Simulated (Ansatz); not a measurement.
This script drives Ansatz 0.2.0 through its Python package.

`run_relaxed_scan.py`
```python
'''Relaxed scan of one distance in BFH4Si.'''

import ansatz as az
import numpy as np


def main() -> None:
    mol = (
        az.Crystal.molecule()
        .atom('F', [-1.0196, -1.5379, 1.2651])
        .atom('B', [-0.2123, -1.1101, 0.1578])
        .atom('Si', [0.1356, 0.7694, -0.177])
        .atom('H', [0.3388, -1.9223, -0.5441])
        .atom('H', [1.0627, 0.8879, -1.3426])
        .atom('H', [0.8189, 1.3619, 1.0206])
        .atom('H', [-1.0629, 1.483, -0.4255])
    )

    base = (
        mol.calculation()
        .basis(gaussian='def2-SVP')  # the orbital basis, by name
        .functional('b3lyp')
        .accuracy('medium')
    )
    symbols = [site.symbol for site in mol.cartesian_sites]
    pairs = [(0, 1), (1, 2), (1, 3), (2, 4), (2, 5), (2, 6)]
    print('held (A)   E (eV)        ', '  '.join(f'{symbols[i]}{i}-{symbols[j]}{j}' for i, j in pairs))
    for length in [1.38, 1.5, 1.62, 1.8, 2.03]:
        rep = base.relax(constraints=[az.DistanceConstraint((2, 5), at=length)], force_tolerance=0.02, max_steps=60).run(threads=1, pin='off').report
        xyz = np.array(rep['positions_ang'])
        print(f'{length:6.2f} {rep["free_energy_ev"]:14.5f}  ', '  '.join(f'{np.linalg.norm(xyz[i] - xyz[j]):.3f}' for i, j in pairs))


if __name__ == '__main__':
    main()
```

It is started by `python run_relaxed_scan.py`. Estimate its wall time and peak memory on 1 thread of AMD EPYC 7B13 (Zen 3), with other jobs on the host.

It took about 2 min, with a peak of 0.21 GiB, for 5 runs of the engine.

Running `python run_relaxed_scan.py` prints:
```text
held (A)   E (eV)         F0-B1  B1-Si2  B1-H3  Si2-H4  Si2-H5  Si2-H6
DeckWarning: relax.constraints: the input's atoms, or those drawn, lie off the distances that are held; a relaxation that starts there is brought onto them ahead of its first SCF, by positions alone, an atom by 6.04e-2 Å at the most. With the symmetry [...]
  1.38   -11331.99832   1.325  2.043  1.213  1.497  1.380  1.499
  1.50   -11332.13167   1.324  2.042  1.213  1.496  1.500  1.493
  1.62   -11332.02338   1.324  2.040  1.213  1.493  1.620  1.492
  1.80   -11331.61751   1.323  2.035  1.212  1.491  1.800  1.491
  2.03   -11330.93587   1.323  2.029  1.212  1.488  2.030  1.489
```
(Warnings from the package without file and line, shortened, repeats left out.)

The settings weren't tested for convergence. The energies are electronic: no zero-point or thermal terms, and the basis set is short of its limit. b3lyp holds the VWN-RPA fit, as in Gaussian; the form of ORCA and Turbomole is b3lyp5.
